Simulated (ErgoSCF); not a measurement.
# OH− (hydroxide), run twice

Aim: a single-point energy of OH− (hydroxide) at PBE with 10 % exact exchange/STO-2G.

Program for the calculation: ErgoSCF 3.8.

6 further runs of the same task are left out: 4 that didn't finish, 2 set aside as unsound or not needed.

### Step 1. The system as given

OH− has 2 atoms, charge -1, and is taken as a singlet. As SMILES, `[OH-]`. Geometry: relaxed at PBE0-D4/def2-TZVPD.

Bond lengths: O1–H2 0.964 Å.

### Step 2. Try one

The input, geom.xyz:

```xyz
2
HO
O      0.411800    -0.131800     0.212500
H     -0.411800     0.131800    -0.212500
```

The input, run.inp:

```
set_nthreads(1)
molecule "geom.xyz"
XC.type = "Turbo"
charge = -1
spin_polarization = 0
scf.max_number_of_iterations = 70
tmpdir = "."
basis = "STO-2G"
scf.convergence_threshold = 1e-06
scf.output_mulliken_pop = 1
scf.use_diagonalization = 1
run "wB97XD"
```

On the command line:

```sh
ergo run.inp
```

The program printed:

```text
INMA ERGO version 3.8
INMA reading input from file run.inp
INMA  type := Turbo
INMA  charge := -1
INMA  spin_polarization := 0
INMA  max_number_of_iterations := 70
INMA  basis := STO-2G
INMA Basis really set to STO-2G
INMA  convergence_threshold := 1e-06
INMA  output_mulliken_pop := 1
INMA  use_diagonalization := 1
INMA running wB97XD
ERMA error in dft_setfunc
```

On the terminal:

```text
line 12: RUN failed
line 12: Aborted.
```

Wall time 0.38 s (1 thread of Arm Neoverse V1, shared host).

### Step 3. What went wrong

The input was rejected.

The log says `ERMA error in dft_setfunc`. What is wrong: the input names a functional that the program doesn't know. To mend it: functional PBE with 10 % exact exchange in place of wB97XD.

### Step 4. Try two

The input, input.xyz:

```xyz
2

O      0.411800    -0.131800     0.212500
H     -0.411800     0.131800    -0.212500
```

The input, job.ego:

```
# Combine hf=0.1 pbex=0.9 pbec=1 on HO
set_nthreads(1)
basis = "STO-2G"
charge = -1
scf.max_number_of_iterations = 80
scf.convergence_threshold = 1e-06
scf.use_diagonalization = 1
scf.output_mulliken_pop = 1
XC.type = "Turbo"
tmpdir = "."
molecule "input.xyz"
run "Combine hf=0.1 pbex=0.9 pbec=1"
```

On the command line:

```sh
ergo job.ego
```

The program printed, shortened:

```text
[...]
INDF Weighted mixed functional:
[...]
INSC Energy   1 =        -68.53549583297
[...]
INDE E_LUMO =          1.01365899444
[...]
INSC Energy   6 =        -72.02766970476  ( diff     -0.000000404822842 )
[...]
RESC CONVERGED after   6 iterations.
RESC FINAL ENERGY:        -72.02766970476
[...]
INSC SCF: dipole_moment_x [atomic units] =      -0.65485881
INSC SCF: dipole_moment_y [atomic units] =       0.20959301
INSC SCF: dipole_moment_z [atomic units] =      -0.33792492
[...]
```

Wall time 0.46 s (1 thread of Arm Neoverse V1, shared host).

### Step 5. What came out

Level: PBE with 10 % exact exchange/STO-2G.

| quantity | value |
| --- | --- |
| total energy | -72.02767 Eh |
